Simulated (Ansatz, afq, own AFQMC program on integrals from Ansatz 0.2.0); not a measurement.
AFQMC on a folder of integrals that Ansatz 0.2.0 wrote.

```yaml
crystal:
  periodic: [false, false, false]
  atoms:
    - {symbol: Si, position_ang: [0.000000, -0.062614, 0.000000]}
    - {symbol: H, position_ang: [0.000000, 0.872344, -0.954851]}
    - {symbol: H, position_ang: [0.000000, 0.872344, 0.954851]}
basis:
  gaussian: {orbitals: cc-pVDZ}
magnetization: {spin_polarized: true, initial_magnetization: 0}
correlation: {method: ccsd_t, electrons: outside_noble_gas, hamiltonian_folder: ham}
```

```sh
$ ansatz run in.yaml --threads 1 --pin off --events-out ev --progress --plain --max-ram 16896MiB --backend cuda --devices 0, --max-vram 18GiB
```

Options of the walk:

```
--method phaseless --trial hf --walkers 4000 --populations 20 --least-time 40 --time-step 0.005 --steps-per-block 20 --equilibration-blocks 112 --max-blocks 4000 --target-error 0.0007499999999999999 --factor-cut 1e-05 --start spin_pure --seed 5814 --taylor-order 6
```

Times are imaginary, in 1/Eh. The walk had a cap of 49 s. With eight or more populations the least sampling time is a fifth of least-time, and the error comes from their spread.

afq prints:

```
orbitals 23  electrons 3 3  factors 166 of 271
reference energy -289.99037116 Eh
CCSD correlation -0.11583431 Eh in 10 cycles, weight of the determinant in the CISD state 0.9153
energy of the start -289.990371 Eh
 block  time / (1/Eh)  mean weight  energy / Eh
     1     0.100  1.0005  -290.009575
     2     0.200  1.0005  -290.024552
     3     0.300  1.0008  -290.037354
     4     0.400  1.0005  -290.047289
     5     0.500  1.0004  -290.056259
     9     0.900  1.0004  -290.077952
    25     2.500  0.9999  -290.104990
    31     3.100  0.9999  -290.104810
    49     4.900  0.9998  -290.110936
    73     7.300  1.0001  -290.108481
    97     9.700  1.0002  -290.109504
   121    12.100  0.9999  -290.111194
   145    14.500  1.0000  -290.111672
   169    16.900  1.0002  -290.109945
   193    19.300  1.0001  -290.113788
   217    21.700  1.0002  -290.109879
   235    23.500  1.0000  -290.115631
   241    24.100  1.0001  -290.110076
error from the spread of 20 populations
energy -290.111191 +/- 0.000671 Eh
(rows thinned)
```

The run passed its tests (sampling time, drift between the halves within three errors, error under three times the target), which doesn't prove that it has relaxed.

Against this walk (error 18.3 meV) on the same determinant: CCSD(T) 80.3 meV higher, CCSDT(Q) 63.4 meV higher, CCSDTQ 62.8 meV higher, full CI 62.8 meV higher, a separate phaseless walk with a CISD trial and standard settings 66.8 ± 18.3 meV higher. The error is statistical and leaves out the bias of the constraint. The walk lies 63 meV below full CI: a phaseless energy isn't variational.

Cautions: constraint bias not in the error; higher spins were not checked; an unrestricted solution with more broken spin lies lower (131 meV, ⟨S²⟩ 0.45), while this determinant keeps restricted orbitals.

The walk took 14 s on 1 × NVIDIA H100 80GB HBM3 with 2 threads of AMD EPYC 7R13 Processor (Zen 3), on a shared host (the card was shared). The log's last line is the phaseless energy.

CCSDT and higher add their correlation energy to the determinant of the CCSD(T) run, since their own runs factorise the integrals more tightly (a shift of under 2 meV). A walk keeps the symmetry of its determinant, which the program's search chose and which needn't be the lowest solution, so a lower state of the same spin and another symmetry isn't excluded.
